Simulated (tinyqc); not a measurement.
MP2 on RHF in the sto-3g basis, frozen core, for LiH, spin multiplicity 1, step by step. Computed by tinyqc, a small Python program that keeps every step (integrals from PySCF). Settings: charge = 0, multiplicity = 1, basis = sto-3g, method = RHF, frozen orbitals = 1, energy threshold = 1e-10, iteration cap = 58, orthogonalisation = symmetric, start = core, DIIS depth = 6. Command: `OMP_NUM_THREADS=1 python tinyqc.py 20021 20022 out.jsonl` (the two numbers bound the seeds that draw the settings). One thread of a shared host (Intel(R) Xeon(R) Processor @ 2.60GHz), about 0.1 s of CPU time with the checks. The early iterations of the SCF are left out here.

## One-electron integrals

Geometry (angstrom):
```
atom        x        y        z
Li    0.00000  0.00000  0.00000
H     0.00000  0.00000  1.57100
```

Basis sto-3g: exponents (1/bohr^2) and contraction coefficients of normalised primitives:
```
element  l (shell)  exponent  coefficient
Li           s (1)  16.11958      0.15433
Li           s (1)   2.93620      0.53533
Li           s (1)   0.79465      0.44463
Li           s (2)   0.63629     -0.09997
Li           s (2)   0.14786      0.39951
Li           s (2)   0.04809      0.70012
Li           p (3)   0.63629      0.15592
Li           p (3)   0.14786      0.60768
Li           p (3)   0.04809      0.39196
H            s (1)   3.42525      0.15433
H            s (1)   0.62391      0.53533
H            s (1)   0.16886      0.44463
```

Overlap, kinetic and nuclear-attraction integrals over the contracted functions; the nuclear repulsion is the sum of Za Zb / Rab.

nuclear repulsion = 1.0105230 hartree

overlap S, lower triangle:
```
          1Li 1s   1Li 2s  1Li 2px  1Li 2py  1Li 2pz    2H 1s
1Li 1s   1.00000
1Li 2s   0.24114  1.00000
1Li 2px  0.00000  0.00000  1.00000
1Li 2py  0.00000  0.00000  0.00000  1.00000
1Li 2pz  0.00000  0.00000  0.00000  0.00000  1.00000
2H 1s    0.07076  0.40252  0.00000  0.00000  0.51823  1.00000
```

kinetic energy T (hartree), lower triangle:
```
           1Li 1s   1Li 2s  1Li 2px  1Li 2py  1Li 2pz    2H 1s
1Li 1s    3.57679
1Li 2s   -0.02024  0.10216
1Li 2px   0.00000  0.00000  0.31968
1Li 2py   0.00000  0.00000  0.00000  0.31968
1Li 2pz   0.00000  0.00000  0.00000  0.00000  0.31968
2H 1s    -0.01617  0.04411  0.00000  0.00000  0.13319  0.76003
```

nuclear attraction V (hartree), lower triangle:
```
           1Li 1s    1Li 2s   1Li 2px   1Li 2py   1Li 2pz     2H 1s
1Li 1s   -8.31972
1Li 2s   -1.04556  -1.50123
1Li 2px   0.00000   0.00000  -1.45821
1Li 2py   0.00000   0.00000   0.00000  -1.45821
1Li 2pz  -0.01670  -0.12375   0.00000   0.00000  -1.55768
2H 1s    -0.30575  -0.75549   0.00000   0.00000  -0.98601  -2.23413
```

core Hamiltonian H = T + V (hartree), lower triangle:
```
           1Li 1s    1Li 2s   1Li 2px   1Li 2py   1Li 2pz     2H 1s
1Li 1s   -4.74294
1Li 2s   -1.06580  -1.39906
1Li 2px   0.00000   0.00000  -1.13853
1Li 2py   0.00000   0.00000   0.00000  -1.13853
1Li 2pz  -0.01670  -0.12375   0.00000   0.00000  -1.23800
2H 1s    -0.32192  -0.71138   0.00000   0.00000  -0.85282  -1.47410
```

## Two-electron integrals

Functions are numbered as in S; the eight-fold symmetry (ij|kl) = (ji|kl) = (kl|ij) leaves the list below.

Two-electron integrals (ij|kl) in chemists' order, unique and non-zero (hartree):
```
(11|11) 1.68040   (21|11) 0.26542   (21|21) 0.04994   (22|11) 0.39773
(22|21) 0.09286   (22|22) 0.29056   (31|31) 0.00898   (32|31) 0.01379
(32|32) 0.06418   (33|11) 0.39664   (33|21) 0.09288   (33|22) 0.29050
(33|33) 0.31295   (41|41) 0.00898   (42|41) 0.01379   (42|42) 0.06418
(43|43) 0.01687   (44|11) 0.39664   (44|21) 0.09288   (44|22) 0.29050
(44|33) 0.27921   (44|44) 0.31295   (51|51) 0.00898   (52|51) 0.01379
(52|52) 0.06418   (53|53) 0.01687   (54|54) 0.01687   (55|11) 0.39664
(55|21) 0.09288   (55|22) 0.29050   (55|33) 0.27921   (55|44) 0.27921
(55|55) 0.31295   (61|11) 0.07585   (61|21) 0.01434   (61|22) 0.02710
(61|33) 0.02678   (61|44) 0.02678   (61|51) 0.00169   (61|52) 0.00326
(61|55) 0.02775   (61|61) 0.00450   (62|11) 0.15526   (62|21) 0.03657
(62|22) 0.11832   (62|33) 0.11253   (62|44) 0.11253   (62|51) 0.00598
(62|52) 0.03424   (62|55) 0.12976   (62|61) 0.01249   (62|62) 0.07667
(63|31) 0.00316   (63|32) 0.01408   (63|53) 0.00547   (63|63) 0.00595
(64|41) 0.00316   (64|42) 0.01408   (64|54) 0.00547   (64|64) 0.00595
(65|11) 0.18587   (65|21) 0.04430   (65|22) 0.14897   (65|33) 0.13905
(65|44) 0.13905   (65|51) 0.00932   (65|52) 0.05236   (65|55) 0.16860
(65|61) 0.01583   (65|62) 0.10630   (65|65) 0.14995   (66|11) 0.33541
(66|21) 0.08047   (66|22) 0.28371   (66|33) 0.25922   (66|44) 0.25922
(66|51) 0.01571   (66|52) 0.10660   (66|55) 0.33227   (66|61) 0.02893
(66|62) 0.22661   (66|65) 0.32726   (66|66) 0.77461
```

## Orthogonalisation

S = U s U^T; symmetric (Loewdin) form X = U s^(-1/2) U^T, so that X^T S X = 1.

eigenvalues of S: 0.33875  0.79859  1.00000  1.00000  1.16906  1.69360

X, lower triangle:
```
           1Li 1s    1Li 2s  1Li 2px  1Li 2py   1Li 2pz    2H 1s
1Li 1s    1.02304
1Li 2s   -0.12827   1.11520
1Li 2px   0.00000   0.00000  1.00000
1Li 2py   0.00000   0.00000  0.00000  1.00000
1Li 2pz  -0.00394   0.11796  0.00000  0.00000   1.15056
2H 1s     0.00481  -0.28673  0.00000  0.00000  -0.36680  1.24165
```

## Iteration 7 (converged): orbitals

converged F (hartree), lower triangle:
```
           1Li 1s    1Li 2s  1Li 2px  1Li 2py   1Li 2pz     2H 1s
1Li 1s   -2.34547
1Li 2s   -0.63991  -0.22854
1Li 2px   0.00000   0.00000  0.16391
1Li 2py   0.00000   0.00000  0.00000  0.16391
1Li 2pz   0.01398  -0.10674  0.00000  0.00000  -0.00315
2H 1s    -0.19290  -0.27326  0.00000  0.00000  -0.23693  -0.15515
```

Diagonalise F' = X^T F X, C = X C', fill 2 alpha and 2 beta electrons from the bottom; D = 2 C_occ C_occ^T. Each column has its largest component positive (the first on a tie).

F' = X^T F X (hartree), lower triangle:
```
          1         2        3        4         5        6
1  -2.29239
2  -0.35134  -0.00446
3   0.00000   0.00000  0.16391
4   0.00000   0.00000  0.00000  0.16391
5   0.02563   0.02412  0.00000  0.00000   0.16630
6  -0.04272  -0.27861  0.00000  0.00000  -0.31923  0.12889
```

orbital energies (hartree): MO1 -2.34812, MO2 -0.28772, MO3 0.07847, MO4 0.16391, MO5 0.16391, MO6 0.55571

coefficients C:
```
              MO1       MO2       MO3       MO4      MO5       MO6
1Li 1s    0.99122  -0.16905  -0.20967   0.00000  0.00000   0.08976
1Li 2s    0.03253   0.45266   0.79999   0.00000  0.00000  -0.71436
1Li 2px   0.00000   0.00000   0.00000  -0.16978  0.98548   0.00000
1Li 2py   0.00000   0.00000   0.00000   0.98548  0.16978   0.00000
1Li 2pz  -0.00654   0.34704  -0.61241   0.00000  0.00000  -0.98830
2H 1s     0.00504   0.54744  -0.13811   0.00000  0.00000   1.19987
```

D after iteration 7, lower triangle:
```
           1Li 1s   1Li 2s  1Li 2px  1Li 2py  1Li 2pz    2H 1s
1Li 1s    2.02218
1Li 2s   -0.08854  0.41191
1Li 2px   0.00000  0.00000  0.00000
1Li 2py   0.00000  0.00000  0.00000  0.00000
1Li 2pz  -0.13029  0.31375  0.00000  0.00000  0.24096
2H 1s    -0.17509  0.49593  0.00000  0.00000  0.37990  0.59943
```

Within a degenerate level the vectors are fixed only up to a rotation; this is one choice.

## Convergence

Stop when the energy changes by less than 1e-10 hartree and every element of the error matrix X^T (F D S - S D F) X is below 3e-06.

Course of the cycle:
```
iteration  E (hartree)     change  largest element of the error matrix
1           -7.8264656          -                             1.85e-01
2           -7.8617492  -3.53e-02                             2.35e-02
3           -7.8625455  -7.96e-04                             4.69e-03
4           -7.8626613  -1.16e-04                             1.32e-03
5           -7.8626722  -1.09e-05                             2.76e-05
6           -7.8626722  -2.66e-09                             1.91e-06
7           -7.8626722  -9.39e-12                             4.43e-09
```

PySCF RHF in the same basis = -7.8626722 hartree

Converged in 7 iterations.

## Integrals over molecular orbitals

(pq|rs) = sum C_ip C_jq C_kr C_ls (ij|kl), one index at a time.

one-electron integrals over orbitals h = C^T H C (hartree), lower triangle:
```
          1         2         3         4         5         6
1  -4.73345
2   0.10659  -1.50391
3   0.16730   0.03370  -1.12752
4   0.00000   0.00000   0.00000  -1.13853
5   0.00000   0.00000   0.00000   0.00000  -1.13853
6  -0.03233  -0.06098   0.03099   0.00000   0.00000  -0.94594
```

Two-electron integrals over orbitals (pq|rs), unique and non-zero (hartree); the lowest 1 orbital is frozen and left out:
```
(22|22) 0.48933    (32|22) -0.04809   (32|32) 0.01278    (33|22) 0.22445
(33|32) 0.00710    (33|33) 0.33818    (42|42) 0.02358    (43|42) 0.01925
(43|43) 0.04128    (44|22) 0.27160    (44|32) 0.00545    (44|33) 0.28206
(44|44) 0.31295    (52|52) 0.02358    (53|52) 0.01925    (53|53) 0.04128
(54|54) 0.01687    (55|22) 0.27160    (55|32) 0.00545    (55|33) 0.28206
(55|44) 0.27921    (55|55) 0.31295    (62|22) 0.12831    (62|32) -0.03426
(62|33) -0.01163   (62|44) -0.01479   (62|55) -0.01479   (62|62) 0.12362
(63|22) -0.05122   (63|32) 0.00912    (63|33) 0.03599    (63|44) 0.00199
(63|55) 0.00199    (63|62) -0.03164   (63|63) 0.02639    (64|42) -0.01957
(64|43) -0.01377   (64|64) 0.01967    (65|52) -0.01957   (65|53) -0.01377
(65|65) 0.01967    (66|22) 0.45496    (66|32) -0.04301   (66|33) 0.24162
(66|44) 0.26850    (66|55) 0.26850    (66|62) 0.13607    (66|63) -0.04393
(66|66) 0.45472
```

## Second-order Moller-Plesset energy

Hartree-Fock energy = -7.8626722 hartree

E2 = sum_ijab (ia|jb) [2 (ia|jb) - (ib|ja)] / (e_i + e_j - e_a - e_b) over occupied i, j and virtual a, b; the opposite-spin part is (ia|jb)^2 / denominator, the rest is same-spin, and SCS-MP2 scales them by 6/5 and 1/3.

Terms:
```
i  j  a  b   (ia|jb)   (ib|ja)  denominator      term
2  2  6  6   0.12362   0.12362     -1.68687  -0.00906
2  2  6  3  -0.03426  -0.03426     -1.20963  -0.00097
2  2  3  6  -0.03426  -0.03426     -1.20963  -0.00097
2  2  5  5   0.02358   0.02358     -0.90328  -0.00062
2  2  4  4   0.02358   0.02358     -0.90328  -0.00062
2  2  3  3   0.01278   0.01278     -0.73238  -0.00022
```

Pair energies (hartree; pair i-j sums ij and ji):
```
pair  opposite spin  same spin
2-2        -0.01245          0
```

MP2 correlation energy = -0.0124546 hartree

SCS-MP2 correlation energy = -0.0149455 hartree

MP2 total energy = -7.8751268 hartree
